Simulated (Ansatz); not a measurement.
# CHAlO+ (quartet): from Hartree-Fock to the top rungs, def2-TZVPP

The task here is to estimate one member of a computed series from the others.

Method: def2-TZVPP, core rule «outside noble gas», up to 7 orbitals frozen; program: Ansatz 0.2.0, Gaussian basis.

Plan: UHF; ROHF; CCSD(T) on UHF.

2 further runs of the same task are left out: 2 set aside as unsound or not needed.

### What is computed

The geometry is a PBE0/def2-TZVP stationary point (not a proven minimum) of the parent state, kept for this charge and spin.

4 atoms, charge 1, spin multiplicity 4.

Atoms are counted from 1 here; the program's logs count them from 0.

Bond lengths: C1–Al2 1.941 Å, Al2–O3 1.648 Å, O3–H4 0.948 Å. Angles: C1–Al2–O3 180.0°, Al2–O3–H4 180.0°.

The first run:

File in.yaml:

```yaml
crystal:
  periodic: [false, false, false]
  atoms:
    - {symbol: C, position_ang: [0.000000, 0.000000, -2.516875]}
    - {symbol: Al, position_ang: [0.000000, 0.000000, -0.575575]}
    - {symbol: O, position_ang: [0.000000, 0.000000, 1.072125]}
    - {symbol: H, position_ang: [0.000000, 0.000000, 2.020325]}
basis:
  gaussian: {orbitals: def2-TZVPP}
total_charge: 1
magnetization: {spin_polarized: true, initial_magnetization: 3}
hamiltonian: {xc: hf}
output: {orbitals: {seedname: orbitals}}
```

On the command line:

```sh
> ansatz run in.yaml --threads 1 --pin off --events-out ev --progress --plain --max-ram 2560MiB --backend cpu
```

Among the steps run: UHF; ROHF; CCSD(T) on UHF.

One of the session's tables, all rows but one given; the rest of the session is left out.

It belongs to the step «Misses and costs». 

```
  method  from UCCSD(T) (kcal/mol)
    ROHF                   +243.70
     UHF                   +242.76
    UMP2                    +20.09
   UCCSD                         ?
UCCSD(T)                         0
```

Q: Estimate the row for UCCSD from the others.

**Answer.** from UCCSD(T) (kcal/mol): +8.38. In the column «from UCCSD(T) (kcal/mol)» it lies between UCCSD(T) (0) and UMP2 (+20.09).
